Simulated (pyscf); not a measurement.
# Four-centre exchange: F–SiH: (SMILES F[SiH]) [singlet] + NH₃ (SMILES N) -> H₂N–Si:–F (SMILES N[Si]F) [singlet] + H₂ (SMILES [H][H])

Gas phase, singlet surface, charge 0. Bonds broken: Si1–H3, N4–H5. Bonds formed: Si1–N4, H3–H5. Single points on ωB97X-D3(BJ)/def2-SVP structures (PySCF, gas phase).

Transition state (Å):

```xyz
7

Si     0.0676    -0.5558     0.6777
F     -0.7427     0.3315     1.8074
H     -1.3785    -1.5122     0.2131
N     -0.6496     0.3687    -0.8233
H     -1.3108    -0.8014    -0.4914
H     -1.2831     1.1428    -0.6266
H     -0.0557     0.5761    -1.6230
```

One imaginary mode, 1481i cm⁻¹; descent along it reached the two sides named, in the forms told below.

```json
[
 {"bond": "Si1–H3", "change": "breaks", "reactant side (Å)": "1.543", "saddle": "1.795", "product side": "3.4"},
 {"bond": "N4–H5", "change": "breaks", "reactant side (Å)": "1.022", "saddle": "1.384", "product side": "3.2"},
 {"bond": "Si1–N4", "change": "forms", "reactant side (Å)": "2.076", "saddle": "1.903", "product side": "1.714"},
 {"bond": "H3–H5", "change": "forms", "reactant side (Å)": "2.6", "saddle": "1.003", "product side": "0.760"}
]
```

Electronic energies relative to the separated reactants (kcal/mol):

| level | barrier | reaction energy | reverse barrier |
|---|---|---|---|
| ωB97X-D3(BJ)/def2-TZVP | 5.5 | -30.2 | 35.6 |
| PBE/def2-TZVP | 1.0 | -29.6 | 30.6 |
| r²SCAN/def2-TZVP | 0.9 | -31.9 | 32.8 |
| B3LYP-D3(BJ)/def2-TZVP | 6.1 | -29.9 | 36.0 |
| PBE0-D3(BJ)/def2-TZVP | 2.2 | -29.4 | 31.5 |
| M06-2X/def2-TZVP | 5.0 | -32.3 | 37.3 |
| ωB97M-D3(BJ)/def2-TZVP | 6.6 | -29.5 | 36.1 |
| HF/def2-TZVP | 23.7 | -25.0 | 48.7 |

With ωB97M-D3(BJ)/def2-TZVP energies and thermal terms (ideal gas, 1 atm, RRHO with modes under 100 cm⁻¹ raised to 100, one conformer, R ln 2 for chiral ones without a mode under 150 cm⁻¹), in kcal/mol:

```tsv
T (K)	ΔH‡	ΔG‡	ΔH	ΔG
298	5.1	15.5	-31.9	-29.7
600	5.3	26.1	-30.7	-28.0
900	6.0	36.3	-29.7	-26.8
1200	6.9	46.3	-29.0	-26.0
```

On the reactant side the descent ends in an adduct with a N–Si contact, 26.8 kcal/mol under the separated species and 32.2 kcal/mol under the saddle at ωB97X-D3(BJ)/def2-TZVP. What is counted as formed (N–Si) is already present as a longer contact in the reactant adduct; forming that adduct is a step of its own. At the saddle there is also a short H–Si contact that neither side keeps. One saddle was located; it need not be the lowest between these sides.
